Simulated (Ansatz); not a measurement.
Process, species as SMILES: O=C (CH2-O) → CH2O+ (doublet, bonded as C=O) + e-
B3LYP-D3(BJ)/def2-TZVP geometries, fixed; electronic energies without zero-point terms.
Largest species:
```
C
O 1 1.1989
H 1 1.1075 2 122.05
H 1 1.1075 3 115.91 2 180.00
```

Core correlation in the adiabatic ionisation energy at CCSD(T) with Ansatz (a quantum-chemistry and plane-wave program), in eV: frozen core against all electrons. Core-valence sets carry the plain set on hydrogen. Open shells are unrestricted.

```csv
basis,"functions, most",frozen core,all electrons,core term (second minus first)
cc-pVDZ,38,10.434,10.437,0.002
cc-pCVDZ,46,10.439,10.442,0.002
cc-pVTZ,88,10.794,10.801,0.007
cc-pwCVTZ,114,10.799,10.807,0.008
cc-pCVTZ,114,10.797,10.804,0.007
cc-pVQZ,170,10.910,10.919,0.009
```

The largest core-valence set, cc-pCVTZ, gives a core term of 0.007 eV; the valence set cc-pVQZ, which lacks functions for the core, gives 0.009.
